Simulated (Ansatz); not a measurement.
**BSiH (singlet): wave-function methods side by side at distance Si1–H3 = 1.887 Å, 6-31G**

One table from this session's results is given with a row withheld; the runs are named, their logs left out.

Program: Ansatz 0.2.0, Gaussian basis. Level of theory: 6-31G, core rule «outside noble gas», up to 6 orbitals frozen. These are calculated values, not measurements.

The runs, in order: UHF; CCSD(T) on RHF; CCSD(T) on UHF; BCCD(T) on RHF; CISD; CCSDT(Q) on RHF; CCSDT(Q) on UHF; CISDTQ; CCSDTQ on RHF; CCSDTQ on UHF; CASSCF and MRCISD+Q, 2 electrons in 2 orbitals; CASSCF and NEVPT2, 2 electrons in 2 orbitals; CASSCF and MRCISD+Q, 8 electrons in 9 orbitals; CASSCF and MRCISD+Q(relaxed), 8 electrons in 9 orbitals; CASSCF and NEVPT2, 8 electrons in 9 orbitals; Full CI.

29 further runs of the same task are left out: 12 for a known fault of the program, 13 that didn't finish, 4 set aside as unsound or not needed.

## What is computed

The geometry derives from a PBE0/def2-TZVP stationary point (not a proven minimum). One bond is set to the value named and the two fragments are kept rigid.

3 atoms, charge 0, spin multiplicity 1.

Atoms are counted from 1 here; the program's logs count them from 0.

Bond lengths: Si1–B2 2.039 Å.

Set-up of the first run:

Input file in.yaml:

```yaml
crystal:
  periodic: [false, false, false]
  atoms:
    - {symbol: Si, position_ang: [0.000000, 0.000000, 0.050519]}
    - {symbol: B, position_ang: [0.000000, 0.000000, -1.988037]}
    - {symbol: H, position_ang: [0.000000, 0.000000, 1.937519]}
basis:
  gaussian: {orbitals: 6-31G}
magnetization: {spin_polarized: true, initial_magnetization: 0}
hamiltonian: {xc: hf}
output: {orbitals: {seedname: orbitals}}
```

Started as:

```bash
$ ansatz run in.yaml --threads 1 --pin off --events-out ev --progress --plain --max-ram 2393MiB
```

Among the steps run: UHF; CCSD(T) on RHF; CCSD(T) on UHF; BCCD(T) on RHF; CISD; CCSDT(Q) on RHF; CCSDT(Q) on UHF; CISDTQ; CCSDTQ on RHF; CCSDTQ on UHF; CASSCF and MRCISD+Q, 2 electrons in 2 orbitals; CASSCF and NEVPT2, 2 electrons in 2 orbitals; CASSCF and MRCISD+Q, 8 electrons in 9 orbitals; CASSCF and MRCISD+Q(relaxed), 8 electrons in 9 orbitals; CASSCF and NEVPT2, 8 electrons in 9 orbitals; Full CI.

One of the session's tables, all rows but one given; the rest of the session is left out.

| method | from FCI (meV) |
| --- | --- |
| RHF | +4171.5 |
| RMP2 | ? |
| CISD | +720.2 |
| RCCSD | +371.9 |
| RCCSD(T) | +151.3 |
| BCCD(T) | +158.3 |
| RCCSDT | +82.8 |
| CISDTQ | +96.0 |
| RCCSDT(Q) | +32.3 |
| RCCSDTQ | +7.1 |
| CASSCF valence | +804.6 |
| NEVPT2 valence | +225.5 |
| MRCISD valence | +19.3 |
| MRCISD+Q valence | +0.9 |
| MRCISD+Q(relaxed) valence | -5.7 |
| FCI | 0 |

Q: Estimate the row for RMP2 from the others.

**Answer.** from FCI (meV): +1484.5. In the column «from FCI (meV)» it lies between CASSCF valence (+804.6) and RHF (+4171.5).

Among the levels timed on like hardware and quicker than the yardstick, those that no quicker one beats, quickest first: CISD (0.36 s, +720.2 meV); BCCD(T) (0.39 s, +158.3 meV); RCCSD(T) (0.45 s, +151.3 meV); RCCSDT(Q) (0.9 s, +32.3 meV); MRCISD+Q valence (7.5 s, +0.9 meV).

Not comparable, so not listed: CASSCF and MRCISD+Q, 2 electrons in 2 orbitals (they don't share determinant, frozen orbitals or solution with the rows shown, or repeat one).

To keep in mind: The report flags that the cluster equations may have other roots. The yardstick is full CI for this spin, exact in this basis with these frozen cores. Left out of the table: CASSCF pair, NEVPT2 pair (the active space lost an orbital or holds another state than full CI finds). Left out of the table: UHF, UMP2, UCCSD, UCCSD(T), UCCSDT, UCCSDT(Q), UCCSDTQ (another determinant or state than the rows shown). The program flags RCCSDTQ as in doubt, so those rows may rest on another solution; read them beside their warnings. MRCISD+Q(relaxed) valence falls below full CI: the +Q correction isn't variational, and the cores differ from full CI's. Of the multireference levels listed MRCISD+Q valence comes nearest in total energy (+0.9 meV), which doesn't show that its space is the better one. Warnings in the runs' records: large difference, other roots, passed over end.
